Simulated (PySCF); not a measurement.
## LiF: energy against distance

Set-up: basis Li cc-pVDZ, F cc-pVDZ; no relativity; PySCF 2.14. Energies in eV from Li + F in their ground configurations at the same level. All curves are PBE0. state 1: ¹Σ⁺ (singlet), closed shell; state 2: triplet, unpaired electrons σ ↑, π ↑, a second solution, started from another occupation.

| R (Å) | state 1 | state 2 |
| --- | --- | --- |
| 1.359 | -4.897 | 2.0583 |
| 1.422 | -5.261 | 1.4418 |
| 1.485 | -5.463 | 0.9933 |
| 1.533 | -5.535 | 0.7401 |
| 1.580 | -5.555 | 0.5421 |
| 1.627 | -5.535 | 0.3879 |
| 1.691 | -5.460 | 0.2344 |
| 1.770 | -5.313 | 0.1033 |
| 1.864 | -5.088 | 0.0054 |
| 1.991 | -4.743 | -0.0649 |

Task: Put a parabola through the three lowest points of the state 1 curve and estimate Re, k and ωe (reduced mass 5.124 u; 1 eV/Å² = 0.16022 mdyn/Å; ωe = 1302.8·√(k/μ) cm⁻¹).

Result: Through R = 1.533, 1.58, 1.627 Å the second-order coefficient is 9.05 eV/Å², so Re ≈ 1.580 Å, k ≈ 2.90 mdyn/Å and ωe ≈ 980 cm⁻¹. A polynomial fit of higher order to the unrounded PBE0 energies gives Re = 1.578 Å, k = 2.91 mdyn/Å, ωe = 982 cm⁻¹; anharmonicity and rounding make the difference.

The higher-order fit for each curve: state 1: Re = 1.578 Å, ωe = 982 cm⁻¹, De = 5.56 eV. State 2 gave no clean fit.
